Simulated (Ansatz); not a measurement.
Ansatz (an electronic-structure program) input (B3LYP-D3(BJ)/def2-TZVP):

Ansatz 0.2 input:
```yaml
crystal:
  periodic: [false, false, false]
  atoms:
    - {symbol: O, position_ang: [0.01896663, -0.71043085, 0.00501195]}
    - {symbol: C, position_ang: [-0.00767407, 0.70487061, -0.00510197]}
    - {symbol: C, position_ang: [1.32701526, -1.23358840, -0.00630597]}
    - {symbol: C, position_ang: [-1.44885685, 1.16522519, 0.00822254]}
    - {symbol: H, position_ang: [0.53191605, 1.09348631, 0.87107085]}
    - {symbol: H, position_ang: [0.51138476, 1.08044940, -0.89918082]}
    - {symbol: H, position_ang: [1.24509694, -2.31950930, 0.00264131]}
    - {symbol: H, position_ang: [1.87638747, -0.92393236, -0.90539463]}
    - {symbol: H, position_ang: [1.89703806, -0.91081970, 0.87514254]}
    - {symbol: H, position_ang: [-1.97905540, 0.78806055, -0.86721785]}
    - {symbol: H, position_ang: [-1.95854557, 0.80108383, 0.90118280]}
    - {symbol: H, position_ang: [-1.49886130, 2.25558362, 0.00077261]}
basis:
  gaussian:
    orbitals: def2-TZVP
hamiltonian:
  xc: b3lyp
  dispersion: d3bj
phonons: {temperatures: {t_min: 298.15, t_max: 298.15, t_step: 100}}
```

Output:

```
Functional definition: B3LYP
integrals: 0.07 GiB planned
1043 factors; their error is unknown
mean field: 0.73 GiB planned
mean field evaluation 1: about -5281.1842 eV, gradient 6.5e1 eV
mean field evaluation 2: about -5274.7434 eV, gradient 8.3e1 eV
mean field evaluation 4: about -5290.6137 eV, gradient 5.0e0 eV
mean field evaluation 8: about -5290.6605 eV, gradient 4.3e-2 eV
mean field evaluation 16: about -5290.6380 eV, gradient 8.5e-5 eV
mean field -5290.63799862 eV, -194.4273603261 hartree, gradient 1.2e-5 eV, S^2 0.000000; 0 other end points of the search recorded, 0 dependent functions left out
the calculation of the forces begins
reference -5290.63828165 eV, -194.4273707272 hartree; 17, 17 occupied and 155, 155 virtual orbitals, 1043 factors
these checks for a lower state are left out or cut short: stability, starts, cluster_reference, orbital_swaps, neighbouring_geometries, increment
integrals: 0.07 GiB planned
1043 factors; their error is unknown
mean field: 0.73 GiB planned
mean field -5290.63789153 eV, -194.4273563907 hartree, gradient 2.8e-6 eV, S^2 0.000000; 0 other end points of the search recorded, 0 dependent functions left out
the calculation of the forces begins
reference -5290.63817460 eV, -194.4273667930 hartree; 17, 17 occupied and 155, 155 virtual orbitals, 1043 factors
these checks for a lower state are left out or cut short: stability, starts, cluster_reference, orbital_swaps, neighbouring_geometries, increment
integrals: 0.07 GiB planned
1043 factors; their error is unknown
mean field: 0.74 GiB planned
mean field evaluation 32: about -5290.6379 eV, gradient 6.5e-3 eV
mean field -5290.63787220 eV, -194.4273556803 hartree, gradient 2.8e-6 eV, S^2 0.000000; 0 other end points of the search recorded, 0 dependent functions left out
the calculation of the forces begins
reference -5290.63815519 eV, -194.4273660801 hartree; 17, 17 occupied and 155, 155 virtual orbitals, 1043 factors
these checks for a lower state are left out or cut short: stability, starts, cluster_reference, orbital_swaps, neighbouring_geometries, increment
integrals: 0.07 GiB planned
1043 factors; their error is unknown
mean field: 0.73 GiB planned
mean field -5290.63793359 eV, -194.4273579362 hartree, gradient 2.8e-6 eV, S^2 0.000000; 0 other end points of the search recorded, 0 dependent functions left out
the calculation of the forces begins
reference -5290.63821662 eV, -194.4273683373 hartree; 17, 17 occupied and 155, 155 virtual orbitals, 1043 factors
these checks for a lower state are left out or cut short: stability, starts, cluster_reference, orbital_swaps, neighbouring_geometries, increment
integrals: 0.07 GiB planned
1043 factors; their error is unknown
mean field: 0.73 GiB planned
mean field -5290.63790533 eV, -194.4273568977 hartree, gradient 2.7e-6 eV, S^2 0.000000; 0 other end points of the search recorded, 0 dependent functions left out
the calculation of the forces begins
reference -5290.63818836 eV, -194.4273672988 hartree; 17, 17 occupied and 155, 155 virtual orbitals, 1043 factors
these checks for a lower state are left out or cut short: stability, starts, cluster_reference, orbital_swaps, neighbouring_geometries, increment
integrals: 0.07 GiB planned
1043 factors; their error is unknown
mean field: 0.73 GiB planned
mean field -5290.63782617 eV, -194.4273539887 hartree, gradient 2.8e-6 eV, S^2 0.000000; 0 other end points of the search recorded, 0 dependent functions left out
the calculation of the forces begins
reference -5290.63810919 eV, -194.4273643895 hartree; 17, 17 occupied and 155, 155 virtual orbitals, 1043 factors
these checks for a lower state are left out or cut short: stability, starts, cluster_reference, orbital_swaps, neighbouring_geometries, increment
integrals: 0.07 GiB planned
[...]
mean field: 0.73 GiB planned
mean field -5290.63796174 eV, -194.4273589708 hartree, gradient 2.8e-6 eV, S^2 0.000000; 0 other end points of the search recorded, 0 dependent functions left out
the calculation of the forces begins
reference -5290.63824476 eV, -194.4273693713 hartree; 17, 17 occupied and 155, 155 virtual orbitals, 1043 factors
these checks for a lower state are left out or cut short: stability, starts, cluster_reference, orbital_swaps, neighbouring_geometries, increment
integrals: 0.07 GiB planned
1043 factors; their error is unknown
mean field: 0.73 GiB planned
mean field -5290.63799172 eV, -194.4273600724 hartree, gradient 2.8e-6 eV, S^2 0.000000; 0 other end points of the search recorded, 0 dependent functions left out
the calculation of the forces begins
reference -5290.63827476 eV, -194.4273704740 hartree; 17, 17 occupied and 155, 155 virtual orbitals, 1043 factors
these checks for a lower state are left out or cut short: stability, starts, cluster_reference, orbital_swaps, neighbouring_geometries, increment
integrals: 0.07 GiB planned
1043 factors; their error is unknown
mean field: 0.73 GiB planned
mean field -5290.63791942 eV, -194.4273574156 hartree, gradient 2.8e-6 eV, S^2 0.000000; 0 other end points of the search recorded, 0 dependent functions left out
the calculation of the forces begins
reference -5290.63820243 eV, -194.4273678158 hartree; 17, 17 occupied and 155, 155 virtual orbitals, 1043 factors
these checks for a lower state are left out or cut short: stability, starts, cluster_reference, orbital_swaps, neighbouring_geometries, increment
integrals: 0.07 GiB planned
1043 factors; their error is unknown
mean field: 0.73 GiB planned
mean field -5290.63793667 eV, -194.4273580495 hartree, gradient 2.8e-6 eV, S^2 0.000000; 0 other end points of the search recorded, 0 dependent functions left out
the calculation of the forces begins
reference -5290.63821972 eV, -194.4273684515 hartree; 17, 17 occupied and 155, 155 virtual orbitals, 1043 factors
these checks for a lower state are left out or cut short: stability, starts, cluster_reference, orbital_swaps, neighbouring_geometries, increment
integrals: 0.07 GiB planned
1043 factors; their error is unknown
mean field: 0.73 GiB planned
mean field evaluation 256: about -5290.6376 eV, gradient 5.3e-1 eV
mean field -5290.63794005 eV, -194.4273581735 hartree, gradient 2.8e-6 eV, S^2 0.000000; 0 other end points of the search recorded, 0 dependent functions left out
the calculation of the forces begins
reference -5290.63822303 eV, -194.4273685729 hartree; 17, 17 occupied and 155, 155 virtual orbitals, 1043 factors
these checks for a lower state are left out or cut short: stability, starts, cluster_reference, orbital_swaps, neighbouring_geometries, increment
integrals: 0.07 GiB planned
1043 factors; their error is unknown
mean field: 0.73 GiB planned
mean field -5290.63798558 eV, -194.4273598467 hartree, gradient 2.8e-6 eV, S^2 0.000000; 0 other end points of the search recorded, 0 dependent functions left out
the calculation of the forces begins
reference -5290.63826865 eV, -194.4273702495 hartree; 17, 17 occupied and 155, 155 virtual orbitals, 1043 factors
these checks for a lower state are left out or cut short: stability, starts, cluster_reference, orbital_swaps, neighbouring_geometries, increment
integrals: 0.07 GiB planned
1043 factors; their error is unknown
mean field: 0.73 GiB planned
mean field -5290.63798097 eV, -194.4273596775 hartree, gradient 2.8e-6 eV, S^2 0.000000; 0 other end points of the search recorded, 0 dependent functions left out
the calculation of the forces begins
reference -5290.63826400 eV, -194.4273700784 hartree; 17, 17 occupied and 155, 155 virtual orbitals, 1043 factors
these checks for a lower state are left out or cut short: stability, starts, cluster_reference, orbital_swaps, neighbouring_geometries, increment
integrals: 0.07 GiB planned
1043 factors; their error is unknown
mean field: 0.73 GiB planned
mean field -5290.63796701 eV, -194.4273591643 hartree, gradient 2.8e-6 eV, S^2 0.000000; 0 other end points of the search recorded, 0 dependent functions left out
the calculation of the forces begins
reference -5290.63825004 eV, -194.4273695656 hartree; 17, 17 occupied and 155, 155 virtual orbitals, 1043 factors
these checks for a lower state are left out or cut short: stability, starts, cluster_reference, orbital_swaps, neighbouring_geometries, increment
integrals: 0.07 GiB planned
1043 factors; their error is unknown
mean field: 0.73 GiB planned
mean field evaluation 288: about -5290.6379 eV, gradient 2.8e-6 eV
mean field -5290.63791889 eV, -194.4273573960 hartree, gradient 2.8e-6 eV, S^2 0.000000; 0 other end points of the search recorded, 0 dependent functions left out
the calculation of the forces begins
reference -5290.63820187 eV, -194.4273677955 hartree; 17, 17 occupied and 155, 155 virtual orbitals, 1043 factors
these checks for a lower state are left out or cut short: stability, starts, cluster_reference, orbital_swaps, neighbouring_geometries, increment
integrals: 0.07 GiB planned
1043 factors; their error is unknown
mean field: 0.73 GiB planned
mean field -5290.63793505 eV, -194.4273579899 hartree, gradient 2.8e-6 eV, S^2 0.000000; 0 other end points of the search recorded, 0 dependent functions left out
the calculation of the forces begins
reference -5290.63821812 eV, -194.4273683926 hartree; 17, 17 occupied and 155, 155 virtual orbitals, 1043 factors
these checks for a lower state are left out or cut short: stability, starts, cluster_reference, orbital_swaps, neighbouring_geometries, increment
integrals: 0.07 GiB planned
1043 factors; their error is unknown
mean field: 0.73 GiB planned
mean field -5290.63796977 eV, -194.4273592657 hartree, gradient 2.8e-6 eV, S^2 0.000000; 0 other end points of the search recorded, 0 dependent functions left out
the calculation of the forces begins
reference -5290.63825278 eV, -194.4273696661 hartree; 17, 17 occupied and 155, 155 virtual orbitals, 1043 factors
these checks for a lower state are left out or cut short: stability, starts, cluster_reference, orbital_swaps, neighbouring_geometries, increment
integrals: 0.07 GiB planned
1043 factors; their error is unknown
mean field: 0.73 GiB planned
mean field -5290.63799692 eV, -194.4273602635 hartree, gradient 2.8e-6 eV, S^2 0.000000; 0 other end points of the search recorded, 0 dependent functions left out
the calculation of the forces begins
reference -5290.63827997 eV, -194.4273706653 hartree; 17, 17 occupied and 155, 155 virtual orbitals, 1043 factors
these checks for a lower state are left out or cut short: stability, starts, cluster_reference, orbital_swaps, neighbouring_geometries, increment
integrals: 0.07 GiB planned
1043 factors; their error is unknown
mean field: 0.73 GiB planned
mean field -5290.63792991 eV, -194.4273578012 hartree, gradient 2.8e-6 eV, S^2 0.000000; 0 other end points of the search recorded, 0 dependent functions left out
the calculation of the forces begins
reference -5290.63821291 eV, -194.4273682011 hartree; 17, 17 occupied and 155, 155 virtual orbitals, 1043 factors
these checks for a lower state are left out or cut short: stability, starts, cluster_reference, orbital_swaps, neighbouring_geometries, increment
integrals: 0.07 GiB planned
1043 factors; their error is unknown
mean field: 0.73 GiB planned
mean field evaluation 320: about -5290.6557 eV, gradient 2.7e-4 eV
mean field -5290.63795146 eV, -194.4273585930 hartree, gradient 2.8e-6 eV, S^2 0.000000; 0 other end points of the search recorded, 0 dependent functions left out
the calculation of the forces begins
reference -5290.63823452 eV, -194.4273689952 hartree; 17, 17 occupied and 155, 155 virtual orbitals, 1043 factors
Total energy: -5290.93390025 eV, -194.4382345103 hartree
Atom 0 at     0.018967    -0.710431     0.005012 Å, force    -0.000141     0.000107     0.000001 eV/Å
Atom 1 at    -0.007674     0.704871    -0.005102 Å, force     0.000400     0.000050    -0.000005 eV/Å
Atom 2 at     1.327015    -1.233588    -0.006306 Å, force     0.000021     0.000214    -0.000002 eV/Å
Atom 3 at    -1.448857     1.165225     0.008223 Å, force    -0.000140    -0.000358     0.000004 eV/Å
Atom 4 at     0.531916     1.093486     0.871071 Å, force     0.000084    -0.000029     0.000014 eV/Å
Atom 5 at     0.511385     1.080449    -0.899181 Å, force     0.000084    -0.000030    -0.000015 eV/Å
Atom 6 at     1.245097    -2.319509     0.002641 Å, force    -0.000068     0.000052     0.000000 eV/Å
Atom 7 at     1.876387    -0.923932    -0.905395 Å, force    -0.000022    -0.000015     0.000027 eV/Å
Atom 8 at     1.897038    -0.910820     0.875143 Å, force    -0.000022    -0.000015    -0.000026 eV/Å
Atom 9 at    -1.979055     0.788061    -0.867218 Å, force    -0.000175     0.000106     0.000037 eV/Å
Atom 10 at    -1.958546     0.801084     0.901183 Å, force    -0.000176     0.000106    -0.000034 eV/Å
Atom 11 at    -1.498861     2.255584     0.000773 Å, force     0.000155    -0.000187    -0.000000 eV/Å
Dipole moment:     0.190083     0.147353    -0.003290 e Å
Vibrations: 113.66 209.13 260.55 288.79 467.23 826.99 865.50 1030.72 1116.65 1149.67 1166.16 1197.10 1234.39 1299.41 1401.35 1426.05 1477.30 1483.56 1486.65 1499.29 1505.30 1529.04 2952.83 2971.07 2974.61 3008.21 3040.51 3105.51 3109.76 3112.04 cm⁻¹, zero-point energy 2.932785 eV
```
